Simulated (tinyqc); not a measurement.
Stretching all distances: RHF, UHF, MP2, CISD and CCSD against full CI in the sto-6g basis, for HF, spin multiplicity 1. Computed by the program tinyqc with PySCF. Command: `OMP_NUM_THREADS=1 python tinyqc.py 115785 115786 out.jsonl`; one thread of a shared host (Intel(R) Xeon(R) Processor @ 2.60GHz), about 9 s.

Geometry (angstrom):
```
atom       x       y       z
F     0.0000  0.0000  0.0000
H     0.0000  0.0000  0.8080
```

All coordinates are multiplied by the scale. c0^2 is the weight of the RHF determinant in the lowest singlet FCI state (UHF is spin-contaminated and may lie near states of higher spin) and n(LUMO) the first natural occupation beyond the occupied space.

Full CI energy (hartree) and errors against it (kcal/mol):
```
scale  distance 1-2 (angstrom)     E(FCI)      RHF     UHF     MP2   CISD   CCSD  <S^2> UHF   c0^2  n(LUMO)
0.860                    0.695  -99.36165    8.121   8.121   2.122  0.000  0.000      0.000  0.995    0.010
1.040                    0.840  -99.50172   12.955  12.955   3.980  0.000  0.000      0.000  0.989    0.021
1.220                    0.986  -99.53214   19.837  19.837   6.929  0.000  0.000      0.000  0.979    0.041
1.400                    1.131  -99.51961   29.250  29.250  11.295  0.000  0.000      0.000  0.961    0.076
1.580                    1.277  -99.49216   41.542  37.875  17.279  0.000  0.000      0.285  0.933    0.131
1.770                    1.430  -99.46115   57.724  33.259  25.270  0.000  0.000      0.624  0.890    0.216
1.950                    1.576  -99.43600   75.693  24.435  33.881  0.000  0.000      0.793  0.839    0.319
2.130                    1.721  -99.41706   95.291  16.191  42.467  0.000  0.000      0.886  0.781    0.433
2.310                    1.866  -99.40409  115.245  10.017  49.732  0.000  0.000      0.938  0.724    0.547
```

UHF parts from RHF first at scale 1.58 of those listed, where <S^2> leaves zero. The weight c0^2 goes from 0.99 to 0.72 and n(LUMO) from 0.01 to 0.55: static correlation grows as the bonds break into open-shell fragments. The spread of the error along the curve, which distorts its shape, is CISD 0.0, CCSD 0.0, UHF 29.8, MP2 47.6, RHF 107.1 kcal/mol. With one virtual orbital CISD and CCSD are exact.
